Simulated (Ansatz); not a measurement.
Basis-set extrapolation for F$_{2}$O (PBE0-D4/def2-TZVP geometry, frozen core, Ansatz). Multiplicity 1, RHF reference.

```json
{"": "HF", "def2-TZVPP": "-273.578525", "def2-QZVPP": "-273.589856"}
{"": "MP2 correlation", "def2-TZVPP": "-0.749010", "def2-QZVPP": "-0.816497"}
{"": "CCSD(T) correlation", "def2-TZVPP": "-0.782114", "def2-QZVPP": "-0.847377"}
```

Energies in hartree. Use E(X) = E(∞) + A·exp(−7.88·√X) for Hartree–Fock and E(X) = E(∞) + B·X^(−2.97) for correlation, with X = 3 and 4.

**Question.** What is the CCSD(T) energy at the basis-set limit?

**Answer.** HF limit: -273.589856 + (-0.011331) × 0.13774 = -273.59142. Correlation limit: -0.847377 + (-0.065263) × 0.74074 = -0.89572. Total: -274.48714 hartree, 332.1 kJ/mol below CCSD(T)/def2-TZVPP.
